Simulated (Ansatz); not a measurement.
# AlClO (SMILES [O]=[Al][Cl]): levels of theory compared

We compute a comparison of 6 runs (r2SCAN0/STO-3G, RPA@PBE/STO-3G, MP2/STO-3G, CCSDTQ/STO-3G, CCSD(T)/STO-3G, UCCSD(T)/STO-3G) of AlClO. 

The calculation is run with Ansatz 0.2.0.

66 further runs of the same task are left out: 6 that didn't finish, 60 set aside as unsound or not needed.

### 1 The system as given

AlClO: 3 atoms, total charge 0, spin state singlet. As SMILES, `[O]=[Al][Cl]`. The Cl3–Al2 distance was set to 2.517 Å, away from the relaxed value.

Bond lengths: O1–Al2 1.566 Å, Al2–Cl3 2.517 Å. Angles: O1–Al2–Cl3 180.0°.

### 2 The energy at r2SCAN0/STO-3G (run 1)

input.yaml reads:

```yaml
crystal:
  periodic: [false, false, false]
  atoms:
    - {symbol: O, position_ang: [0.139010, 2.191445, 0.318139]}
    - {symbol: Al, position_ang: [0.040880, 0.644405, 0.093559]}
    - {symbol: Cl, position_ang: [-0.116820, -1.841490, -0.267330]}
basis:
  gaussian: {orbitals: STO-3G}
hamiltonian: {xc: {name: r2SCAN0}}
accuracy: high
```

Run with:

```bash
$ ansatz run input.yaml --threads 1 --pin off --max-ram 2610MiB --events-out events.jsonl --progress --plain --runs-dir runs
```

Output:

```text
Warning: RAYON_NUM_THREADS=1 ignored (pool sized by the plan → 1); use --threads N
Functional definition: r2SCAN0
  name "r2SCAN0"
  parameter a = 0.25
  parameter k0 = 0.174
  parameter k1 = 0.065
  parameter a1 = 4.9479
  exchange = (1 - a)*r2scan_x(k0 = k0, k1 = k1, a1 = a1) + a*exact_x
  correlation = r2scan_c
385 factors; integrals over basis functions are off by at most 3.5e-8 eV
mean field evaluation 1: about -20910.8803 eV, gradient 4.4e1 eV
mean field evaluation 2: about -20778.1198 eV, gradient 1.9e2 eV
mean field evaluation 4: about -20919.4872 eV, gradient 1.3e1 eV
mean field evaluation 8: about -20920.0731 eV, gradient 1.8e-2 eV
mean field evaluation 16: about -20920.0631 eV, gradient 1.8e-5 eV
mean field -20920.06309143 eV, -768.7981384820 hartree, gradient 5.7e-8 eV, S^2 0.000000; 0 other end points of the search recorded, 0 dependent functions left out
reference -20920.06309166 eV, -768.7981384905 hartree; 19, 19 occupied and 4, 4 virtual orbitals, 385 factors
Total energy: -20920.06309166 eV, -768.7981384905 hartree
```

Run time: 2.1 s. Hardware: 1 thread of Arm Neoverse V2, shared host; peak memory 0.14 GiB.

### 3 The energy at RPA@PBE/STO-3G (run 2)

run.yaml reads:

```yaml
crystal:
  periodic: [false, false, false]
  atoms:
    - {symbol: O, position_ang: [0.139010, 2.191445, 0.318139]}
    - {symbol: Al, position_ang: [0.040880, 0.644405, 0.093559]}
    - {symbol: Cl, position_ang: [-0.116820, -1.841490, -0.267330]}
basis:
  gaussian: {orbitals: STO-3G}
hamiltonian: {xc: {name: PBE}}
correlation: {method: rpa, frozen_orbitals: {Al: 5, Cl: 5, O: 1}}
accuracy: high
```

Run with:

```bash
$ ansatz run run.yaml --threads 1 --pin off --max-ram 2610MiB --events-out events.jsonl --progress --plain --runs-dir runs
```

Output, cut to the lines that bear on the results:

```text
Warning: RAYON_NUM_THREADS=1 ignored (pool sized by the plan → 1); use --threads N
Functional definition: PBE
  name "PBE"
[...]
385 factors; integrals over basis functions are off by at most 3.5e-8 eV
[...]
mean field -20910.39500811 eV, -768.4428429732 hartree, gradient 5.2e-8 eV, S^2 0.000000; 0 other end points of the search recorded, 0 dependent functions left out
11 core orbitals not correlated: weight in the atoms' cores, before any rotation towards them, 0.999 or more for the frozen orbitals, at most 0.000 for the correlated occupied ones
reference -20880.77687777 eV, -767.3543967590 hartree; 8, 8 occupied and 4, 4 virtual orbitals, 385 factors
Total energy: -20887.17502427 eV, -767.5895243061 hartree
```

Run time: 1.3 s. Hardware: 1 thread of Arm Neoverse V2, shared host; peak memory 0.097 GiB.

### 4 A single-point energy at MP2/STO-3G (run 3)

input.yaml reads:

```yaml
crystal:
  periodic: [false, false, false]
  atoms:
    - symbol: O
      position_ang: [0.139010, 2.191445, 0.318139]
    - symbol: Al
      position_ang: [0.040880, 0.644405, 0.093559]
    - symbol: Cl
      position_ang: [-0.116820, -1.841490, -0.267330]
basis:
  gaussian: {orbitals: STO-3G}
correlation: {method: mp2, frozen_orbitals: {Al: 5, Cl: 5, O: 1}}
accuracy: high
```

Run with:

```bash
$ ansatz run input.yaml --threads 1 --pin off --max-ram 2610MiB --events-out events.jsonl --progress --plain --runs-dir runs
```

Output:

```text
Warning: RAYON_NUM_THREADS=1 ignored (pool sized by the plan → 1); use --threads N
Functional definition: HF
  name "HF"
  exchange = exact_x
  correlation = 0
385 factors; integrals over basis functions are off by at most 3.5e-8 eV
mean field evaluation 1: about -20875.1427 eV, gradient 3.7e1 eV
mean field evaluation 2: about -20875.1574 eV, gradient 3.7e1 eV
mean field evaluation 4: about -20881.6567 eV, gradient 2.5e0 eV
mean field evaluation 8: about -20881.6878 eV, gradient 1.1e-3 eV
mean field evaluation 16: about -20881.6838 eV, gradient 5.0e-9 eV
mean field -20881.68382308 eV, -767.3877263846 hartree, gradient 5.0e-9 eV, S^2 0.000000; 0 other end points of the search recorded, 0 dependent functions left out; unrestricted orbitals would lower it
11 core orbitals not correlated: weight in the atoms' cores, before any rotation towards them, 1.000 or more for the frozen orbitals, at most 0.000 for the correlated occupied ones
reference -20881.68382308 eV, -767.3877263846 hartree; 8, 8 occupied and 4, 4 virtual orbitals, 385 factors
second order -3.37430741 eV of doubles, -0.00000000 eV of singles
Total energy: -20885.05813049 eV, -767.5117298947 hartree
```

It took 0.14 s on 1 thread of Arm Neoverse V2, shared host.

Runs 4 to 5 aren't shown in full; the table further down has their settings and results.

### 5 The energy at UCCSD(T)/STO-3G (run 6)

input.yaml reads:

```yaml
crystal:
  periodic: [false, false, false]
  atoms:
    - {symbol: O, position_ang: [0.139010, 2.191445, 0.318139]}
    - {symbol: Al, position_ang: [0.040880, 0.644405, 0.093559]}
    - {symbol: Cl, position_ang: [-0.116820, -1.841490, -0.267330]}
basis:
  gaussian: {orbitals: STO-3G}
total_charge: 0
magnetization: {spin_polarized: true, initial_magnetization: 0}
correlation: {method: ccsd_t, frozen_orbitals: {Al: 5, Cl: 5, O: 1}}
accuracy: high
scf: {omitted_lower_state_checks: [cluster_reference, increment]}
```

Run with:

```bash
$ ansatz run input.yaml --threads 1 --pin off --max-ram 2610MiB --events-out events.jsonl --progress --plain --runs-dir runs
```

Output:

```text
Warning: RAYON_NUM_THREADS=1 ignored (pool sized by the plan → 1); use --threads N
[... 25 lines left out ...]
11 core orbitals not correlated: weight in the atoms' cores, before any rotation towards them, 1.000 or more for the frozen orbitals, at most 0.000 for the correlated occupied ones
[... 41 lines left out ...]
Total energy: -20885.61469443 eV, -767.5321832422 hartree
Checks for a lower state left out: cluster_reference, increment
```

Wall time 3.9 s (1 thread of Arm Neoverse V2, shared host).

### 6 The series

| run | level | frozen core orbitals | energy (Eh) | wall time |
| --- | --- | --- | --- | --- |
| 1 | r2SCAN0/STO-3G | – | -768.798138 | 2.1 s |
| 2 | RPA@PBE/STO-3G | 11 | -767.589524 | 1.3 s |
| 3 | MP2/STO-3G | 11 | -767.511730 | 0.14 s |
| 4 | CCSDTQ/STO-3G | 11 | -767.535568 | 8.1 s |
| 5 | CCSD(T)/STO-3G | 11 | -767.534085 | 0.2 s |
| 6 | UCCSD(T)/STO-3G | 11 | -767.532183 | 3.9 s |

### 7 Outcome

| quantity | value |
| --- | --- |
| run 6: total energy | -767.53218 Eh |
| run 6: correlation energy (11 core orbitals frozen) | -136.2 mEh |
| run 6: (T) correction | -14.62 mEh |
| run 6: ⟨S²⟩ of the reference determinant | 0.616 |
| run 6: T1 diagnostic | 0.117 |

In words: In run 5 the T1 diagnostic is large, so a single reference may not serve. In runs 3, 4, 5 the log says that unrestricted orbitals would lower the reference, so the values rest on an unstable closed-shell determinant (other closed-shell runs at this shape may share the fault). In runs 1, 2, 3, 4, 5, 6 the basis is minimal, so the values are rough. Spin contamination of the reference: run 6 ⟨S²⟩ = 0.62. Where it is this large, the reference is a mixture of spin states, and values that rest on it are in doubt. All runs together took 16 s, the longest 8.1 s.
